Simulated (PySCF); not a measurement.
Species: C5H9O (doublet state).
Numbering: `[CH2:1]=[CH:2][CH2:3][C:4]([CH3:5])[OH:6]` (hydrogens: H7, H8 on C1; H9 on C2; H10, H11 on C3; H12, H13, H14 on C5; H15 on O6)

Structure used (GFN2-xTB), in Å, numbered top down from 1:
```
atom  x, y, z in Å
C1     2.2851    0.4437   -0.2002
C2     1.3032   -0.4161    0.0291
C3     0.0743   -0.5349   -0.8288
C4    -1.0129    0.2275   -0.1449
C5    -1.9255   -0.4050    0.8415
O6    -0.8910    1.5935   -0.0368
H7     2.3173    1.0474   -1.0941
H8     3.1096    0.5658    0.4813
H9     1.2954   -1.0105    0.9316
H10   -0.2266   -1.5768   -0.9376
H11    0.2742   -0.1171   -1.8214
H12   -1.4039   -0.6935    1.7622
H13   -2.7054    0.3031    1.1108
H14   -2.3786   -1.3026    0.4234
H15   -0.1199    1.8835   -0.5378
```

The hyperfine couplings belong to this conformer and change with its torsions.

Computed, not measured: UKS B3LYP, pcH-1 on C H O, non-relativistic, mean-field spin-orbit, GIAO (PySCF 2.14.0). Geometry: GFN2-xTB, one conformer, isolated molecule. A GFN2-xTB geometry isn't a minimum of the functional, and hyperfine couplings can be far from their values at a DFT geometry. The SCF solution wasn't tested for stability.

**Question.** Break the g tensor into its mass correction, gauge correction and orbital-Zeeman/spin–orbit terms.

**Answer.** 
```json
{"Δg (ppm)": "relativistic mass correction", "1": "-191", "2": "-191", "3": "-191"}
{"Δg (ppm)": "gauge correction", "1": "-6", "2": "35", "3": "33"}
{"Δg (ppm)": "orbital Zeeman/spin–orbit", "1": "6", "2": "1007", "3": "1929"}
{"Δg (ppm)": "total", "1": "-191", "2": "851", "3": "1772"}
```

So g = 2.00213, 2.00317, 2.00409 and g_iso = 2.00313; the tensor is rhombic: the two nearest values differ by 47 % of g3 − g1. Axes: g2 points within 12° of the C4–O6 bond and g3 points within 10° of the O6–H15 bond.

**Question.** At 33.878 GHz, how far is the centre of the isotropic spectrum from where a free electron (g = 2.002319) resonates?

**Answer.** B = hν/(g μB) with μB/h = 13.99624 MHz/mT gives 1208.85 mT for the free electron and 1208.36 mT at g_iso, 0.49 mT lower.

**Question.** What are the electron Larmor frequencies g μB B/h along the three axes at 1200 mT?

**Answer.** 33.6267, 33.6442, 33.6597 GHz for g1, g2 and g3, a range of 33.0 MHz.

**Question.** In a frozen sample, at which fields do the three g values resonate at 9.5, 34, 94 and 263 GHz (hyperfine left aside), and which band first spreads them over more than twice a line width of 1.0 mT?

**Answer.** 
```csv
band,GHz,B(g3) mT,B(g2) mT,B(g1) mT,spread mT
X,9.5,338.68,338.84,339.02,0.33
Q,34.0,1212.13,1212.69,1213.32,1.19
W,94.0,3351.19,3352.73,3354.47,3.28
J,263.0,9376.20,9380.51,9385.39,9.19
```

The spread grows in proportion to the frequency. W band is the first where it exceeds 2.0 mT.

The largest Mulliken spin populations are on C4 (+0.84), O6 (+0.11), C5 (-0.07) and H12 (+0.07). C4 is the only atom above +0.15. The angles at C4 add up to 356.0°, so it is nearly planar.

The HOMO–LUMO gaps are 4.23 eV among the α and 6.53 eV among the β orbitals.
